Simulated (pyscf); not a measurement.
Structures and frequencies: ωB97X-D3(BJ)/def2-SVP in PySCF.

Task: Estimate by transition-state theory the rate constant of `[AsH2][InH][AsH2]` + `[H][H]` → `[AsH2][InH2]` + `[AsH3]` (singlet surface; As–In, H–H broken, H–In, As–H formed) at 900 K, with ωB97M-D3(BJ)/def2-TZVP energies (ideal gas, 1 atm, RRHO with modes under 100 cm⁻¹ raised to 100, one conformer, R ln 2 for chiral ones without a mode under 150 cm⁻¹; no tunnelling).

Result: The electronic barrier is 36.7 kcal/mol and the thermal terms add +26.0, so ΔG‡ = 62.7 kcal/mol. With k_BT/h = 1.88e+13 s⁻¹ and RT = 1.788 kcal/mol, and a volume of 1.23e-19 cm³ per molecule at 1 atm, k = 1.4e-21 cm³ molecule⁻¹ s⁻¹. Wigner's tunnelling factor for 1431i cm⁻¹ would be 1.22. A shift of 1 kcal/mol in the barrier changes k by a factor 1.7. On the product side the descent ends in a complex (not fully relaxed), 6.3 kcal/mol under the separated species and 26.1 kcal/mol under the saddle at ωB97X-D3(BJ)/def2-TZVP. At the saddle there is also a short H–In contact that neither side keeps. One saddle was located; it need not be the lowest between these sides. Elements up to Kr have no core potential and no relativistic terms here. Elements past Kr carry the def2 core potentials, without spin-orbit coupling.
